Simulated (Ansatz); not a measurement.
**C2H6Si (vinylsilane) at 5 levels**

Aim: a comparison of 5 runs (B3LYP/6-31G*, CAM-B3LYP/6-311+G**, PBE0/6-311+G**, r2SCAN0/6-311+G**, CCSD/6-311+G**) of C2H6Si (vinylsilane). 

Program for the calculation: Ansatz 0.2.0.

51 further runs of the same task are left out: 51 set aside as unsound or not needed.

### 1 The molecule

C2H6Si: 9 atoms, total charge 0, spin state singlet. SMILES: `C=C[SiH3]`. The Si3–H8 distance was set to 1.933 Å, away from the relaxed value.

Bond lengths: C1–C2 1.330 Å, C2–Si3 1.859 Å, C1–H4 1.087 Å, C1–H5 1.087 Å, C2–H6 1.089 Å, Si3–H7 1.488 Å, Si3–H9 1.488 Å. Angles: C1–C2–Si3 123.1°, C1–C2–H6 118.1°, Si3–C2–H6 118.8°, C2–C1–H4 121.7°, C2–C1–H5 122.2°, C2–Si3–H7 110.8°, C2–Si3–H9 110.8°, H4–C1–H5 116.1°, H7–Si3–H9 107.5°. A long bond or contact: Si3–H8 1.933 Å.

### 2 A single-point energy at B3LYP/6-31G(d) (spherical functions) (run 1)

Input file job.yaml:

```yaml
crystal:
  periodic: [false, false, false]
  atoms:
    - {symbol: C, position_ang: [-0.612545, 1.182305, -0.746095]}
    - {symbol: C, position_ang: [0.029855, 1.024605, 0.407805]}
    - {symbol: Si, position_ang: [0.661755, -0.619895, 1.002305]}
    - {symbol: H, position_ang: [-0.804545, 0.345105, -1.411695]}
    - {symbol: H, position_ang: [-0.975545, 2.150705, -1.079295]}
    - {symbol: H, position_ang: [0.190555, 1.904105, 1.029805]}
    - {symbol: H, position_ang: [2.136955, -0.581795, 1.196005]}
    - {symbol: H, position_ang: [0.223400, -1.972400, -0.307300]}
    - {symbol: H, position_ang: [0.047955, -0.982195, 2.308905]}
basis:
  gaussian: {orbitals: 6-31G_st_-spherical.json}
hamiltonian: {xc: {name: B3LYP}}
accuracy: high
output: {orbitals: {seedname: orbitals}}
```

The basis set 6-31G* is read from a file made from the Basis Set Exchange's data (not shown).

Run with:

```
ansatz run job.yaml --threads 1 --pin off --max-ram 3480MiB --events-out events.jsonl --progress --plain --runs-dir runs
```

The program printed:

```text
Warning: RAYON_NUM_THREADS=1 ignored (pool sized by the plan → 1); use --threads N
Functional definition: B3LYP
  name "B3LYP"
  parameter a0 = 0.2
  parameter ax = 0.72
  parameter ac = 0.81
  exchange = (1 - a0 - ax)*slater_x + ax*b88_x + a0*exact_x
  correlation = (1 - ac)*vwn_rpa_c + ac*lyp_c
1378 factors; integrals over basis functions are off by at most 3.5e-9 eV
mean field evaluation 1: about -10043.7774 eV, gradient 3.8e1 eV
mean field evaluation 2: about -10042.1215 eV, gradient 4.5e1 eV
mean field evaluation 4: about -10047.6487 eV, gradient 2.9e0 eV
mean field evaluation 8: about -10047.6624 eV, gradient 6.1e-2 eV
mean field evaluation 16: about -10047.6624 eV, gradient 9.5e-7 eV
mean field -10047.66237047 eV, -369.2447815646 hartree, gradient 1.9e-8 eV, S^2 0.000000; 0 other end points of the search recorded, 0 dependent functions left out
reference -10047.66240840 eV, -369.2447829585 hartree; 16, 16 occupied and 42, 42 virtual orbitals, 1378 factors
Total energy: -10047.66240840 eV, -369.2447829585 hartree
```

It took 2 s on 1 thread of Intel Xeon 6975P-C (Granite Rapids), shared host; peak memory 0.18 GiB.

### 3 A single-point energy at CAM-B3LYP/6-311+G(d,p) (run 2)

Input file molecule.yaml:

```yaml
basis:
  gaussian:
    orbitals: 6-311+G_st__st_-spherical.json
crystal:
  periodic: [false, false, false]
  atoms:
    - {symbol: C, position_ang: [-0.612545, 1.182305, -0.746095]}
    - {symbol: C, position_ang: [0.029855, 1.024605, 0.407805]}
    - {symbol: Si, position_ang: [0.661755, -0.619895, 1.002305]}
    - {symbol: H, position_ang: [-0.804545, 0.345105, -1.411695]}
    - {symbol: H, position_ang: [-0.975545, 2.150705, -1.079295]}
    - {symbol: H, position_ang: [0.190555, 1.904105, 1.029805]}
    - {symbol: H, position_ang: [2.136955, -0.581795, 1.196005]}
    - {symbol: H, position_ang: [0.223400, -1.972400, -0.307300]}
    - {symbol: H, position_ang: [0.047955, -0.982195, 2.308905]}
hamiltonian:
  xc: {name: CAM-B3LYP}
accuracy: high
output:
  orbitals: {seedname: orbitals}
```

The basis set 6-311+G** is read from a file made from the Basis Set Exchange's data (not shown).

Run with:

```
ansatz run molecule.yaml --threads 1 --pin off --max-ram 3480MiB --events-out events.jsonl --progress --plain --runs-dir runs
```

The program printed:

```text
Warning: RAYON_NUM_THREADS=1 ignored (pool sized by the plan → 1); use --threads N
Functional definition: CAM-B3LYP
  name "CAM-B3LYP"
  parameter alpha = 0.19
  parameter beta = 0.46
  parameter omega = 0.33/bohr
[... 1 set-up line as earlier in the session ...]
  exchange = (1 - alpha - beta)*b88_x + beta*b88_x_sr(omega) + alpha*exact_x + beta*exact_x_lr(omega)
  correlation = (1 - ac)*vwn5_c + ac*lyp_c
2118 factors; integrals over basis functions are off by at most 6.0e-9 eV
511 factors; integrals over basis functions are off by at most 3.5e-9 eV
mean field evaluation 1: about -10042.4808 eV, gradient 4.4e1 eV
mean field evaluation 2: about -10042.9886 eV, gradient 4.0e1 eV
mean field evaluation 4: about -10047.1287 eV, gradient 1.7e0 eV
mean field evaluation 8: about -10047.1339 eV, gradient 5.5e-2 eV
mean field evaluation 16: about -10047.1339 eV, gradient 4.9e-6 eV
mean field -10047.13389458 eV, -369.2253604337 hartree, gradient 2.7e-8 eV, S^2 0.000000; 0 other end points of the search recorded, 0 dependent functions left out
reference -10047.13391801 eV, -369.2253612948 hartree; 16, 16 occupied and 94, 94 virtual orbitals, 2118 factors
Total energy: -10047.13391801 eV, -369.2253612948 hartree
```

It took 5.1 s on 1 thread of Intel Xeon 6975P-C (Granite Rapids), shared host; peak memory 0.4 GiB.

### 4 The energy at PBE0/6-311+G(d,p) (run 3)

Edit job.yaml of step 2 so:

```diff
@@ -13,4 +13,6 @@
 basis:
-  gaussian: {orbitals: 6-31G_st_-spherical.json}
-hamiltonian: {xc: {name: B3LYP}}
+  gaussian:
+    orbitals: 6-311+G_st__st_-spherical.json
+hamiltonian:
+  xc: {name: PBE0}
 accuracy: high
```

The basis set 6-311+G** is read from a file made from the Basis Set Exchange's data (not shown).

Run with:

```
ansatz run job.yaml --threads 1 --pin off --max-ram 3480MiB --events-out events.jsonl --progress --plain --runs-dir runs
```

The program printed:

```text
Warning: RAYON_NUM_THREADS=1 ignored (pool sized by the plan → 1); use --threads N
Functional definition: PBE0
  name "PBE0"
  parameter a = 0.25
  parameter kappa = 0.804
  parameter beta = 0.06672455060314922
  exchange = (1 - a)*pbe_x(kappa = kappa, mu = beta*pi^2/3) + a*exact_x
  correlation = pbe_c(beta = beta)
2118 factors; integrals over basis functions are off by at most 6.0e-9 eV
mean field evaluation 1: about -10036.1496 eV, gradient 4.9e1 eV
mean field evaluation 2: about -10032.8662 eV, gradient 5.8e1 eV
mean field evaluation 4: about -10042.1323 eV, gradient 3.3e0 eV
mean field evaluation 8: about -10042.1561 eV, gradient 1.2e-1 eV
mean field evaluation 16: about -10042.1562 eV, gradient 2.5e-6 eV
mean field -10042.15615223 eV, -369.0424317765 hartree, gradient 5.3e-8 eV, S^2 0.000000; 0 other end points of the search recorded, 0 dependent functions left out
reference -10042.15615718 eV, -369.0424319585 hartree; 16, 16 occupied and 94, 94 virtual orbitals, 2118 factors
Total energy: -10042.15615718 eV, -369.0424319585 hartree
```

It took 4.5 s on 1 thread of Intel Xeon 6975P-C (Granite Rapids), shared host; peak memory 0.35 GiB.

Run 4 isn't shown in full; the table further down has it.

### 5 A single-point energy at CCSD/6-311+G(d,p) (run 5)

Edit job.yaml of step 4 so:

```diff
@@ -1 +1,3 @@
+basis:
+  gaussian: {orbitals: 6-311+G_st__st_-spherical.json}
 crystal:
@@ -12,8 +14,4 @@
     - {symbol: H, position_ang: [0.047955, -0.982195, 2.308905]}
-basis:
-  gaussian:
-    orbitals: 6-311+G_st__st_-spherical.json
-hamiltonian:
-  xc: {name: PBE0}
+correlation: {method: ccsd, frozen_orbitals: {C: 1, H: 0, Si: 5}}
 accuracy: high
-output: {orbitals: {seedname: orbitals}}
+scf: {omitted_lower_state_checks: [cluster_reference, increment]}
```

The basis set 6-311+G** is read from a file made from the Basis Set Exchange's data (not shown).

Run with:

```
ansatz run job.yaml --threads 1 --pin off --max-ram 3480MiB --events-out events.jsonl --progress --plain --runs-dir runs
```

The program printed, shortened:

```text
Warning: RAYON_NUM_THREADS=1 ignored (pool sized by the plan → 1); use --threads N
Functional definition: HF
  name "HF"
[...]
2118 factors; integrals over basis functions are off by at most 6.0e-9 eV
[...]
mean field -10016.98823866 eV, -368.1175280124 hartree, gradient 2.5e-8 eV, S^2 0.000000; 0 other end points of the search recorded, 0 dependent functions left out
7 core orbitals not correlated: weight in the atoms' cores, before any rotation towards them, 1.000 or more for the frozen orbitals, at most 0.000 for the correlated occupied ones
reference -10016.98823866 eV, -368.1175280124 hartree; 9, 9 occupied and 94, 94 virtual orbitals, 2118 factors
second order -10.69516172 eV of doubles, -0.00000000 eV of singles
cycle   1  -11.47158643 eV  change   -7.8e-1 eV  update   8.5e-2
[...]
cycle  20  -11.97400888 eV  change   -1.2e-9 eV  update   1.1e-9
Total energy: -10028.96224755 eV, -368.5575647225 hartree
Checks for a lower state left out: cluster_reference, increment
```

Wall time 9.9 s (1 thread of Intel Xeon 6975P-C (Granite Rapids), shared host); peak memory 0.96 GiB.

### 6 All runs side by side

```tsv
run	level	frozen core orbitals	energy (Eh)	HOMO energy (eV)	LUMO energy (eV)	HOMO–LUMO gap (eV)	wall time
1	B3LYP/6-31G* (spherical functions)	–	-369.244783	-7.62	-0.31	7.31	2 s
2	CAM-B3LYP/6-311+G**	–	-369.225361	-9.45	0.46	9.91	5.1 s
3	PBE0/6-311+G**	–	-369.042432	-8.12	-0.61	7.51	4.5 s
4	r2SCAN0/6-311+G**	–	-369.174412	-8.28	-0.49	7.79	6.9 s
5	CCSD/6-311+G**	7	-368.557565	–	–	–	9.9 s
```

### 7 Outcome

| quantity | value |
| --- | --- |
| run 5: total energy | -368.55756 Eh |
| run 5: correlation energy (7 core orbitals frozen) | -440.0 mEh |
| run 5: T1 diagnostic | 0.012 |

What this shows: Over runs 1, 2, 3, 4 the HOMO–LUMO gap runs from 7.31 eV (B3LYP/6-31G*) to 9.91 eV (CAM-B3LYP/6-311+G**). The two ends differ in method and basis. Totals of different functionals can't be ranked against each other. All runs together took 28 s, the longest 9.9 s.
